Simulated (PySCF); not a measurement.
Fill in the blanks.

Nitrosyl fluoride, FNO.
SMILES: `O=NF`

```csv
property,level,value
point group,PBE0-D3(BJ)/def2-SVP,?
"rotational constants A, B, C",PBE0-D3(BJ)/def2-SVP,?
dipole moment,wB97X-D/def2-SVPD,1.15 D
HOMO energy,wB97X-D/def2-SVPD,-11.89 eV
LUMO energy,wB97X-D/def2-SVPD,-1.50 eV
lowest singlet excitation,TDDFT wB97X-D/def2-SVPD,"4.02 eV (309 nm, f = 0.002)"
strongest line among the 10 lowest singlet transitions,TDDFT wB97X-D/def2-SVPD,"S7 at 10.00 eV (124 nm, f = 0.222)"
lowest triplet excitation (Tamm–Dancoff),TDA wB97X-D/def2-SVPD,2.92 eV
static isotropic polarisability,wB97X-D/def2-SVPD,16.1 au
vertical ionisation energy,ΔSCF wB97X-D/def2-SVPD,13.19 eV
vertical electron affinity,ΔSCF wB97X-D/def2-SVPD,0.42 eV
electronic spatial extent ⟨r²⟩ about the centre of nuclear charge,wB97X-D/def2-SVPD,?
"isotropic shieldings of nuclei other than C and H, by class",GIAO PBE/pcSseg-2,"-289 (1 N), -453 (1 O), -379 (1 F) ppm"
largest of the computed one-bond spin–spin couplings (means over like bonds),B3LYP/pcJ-1,?
core binding energies,"ΔSCF SCAN, pcX-2 on the ionised atom, pcseg-1 elsewhere, spin-free X2C","N1s 413.0, O1s 543.2, F1s 692.6 eV"
```

Electronic properties: PySCF, gas phase, density fitting. Geometry: PBE0-D3(BJ)/def2-SVP; no solvent, vibrations or thermal averaging.

Question: The largest of the computed one-bond spin–spin couplings (means over like bonds)?

Answer: 19F–15N +252.3, 17O–15N -44.2 Hz.

Question: What is the point group?

Answer: Cs.

Question: The electronic spatial extent ⟨r²⟩ about the centre of nuclear charge?

Answer: 114 bohr².

Question: Give the rotational constants A, B, C.

Answer: 99.265, 12.469, 11.078 GHz.

The polarisability is 2.39 Å³ as a volume (1 au = 0.148185 Å³), or 0.67 au for each of the 24 electrons. No computed singlet falls in the visible range (750 to 380 nm, 1.65 to 3.26 eV); S1 lies 0.76 eV above its blue end.
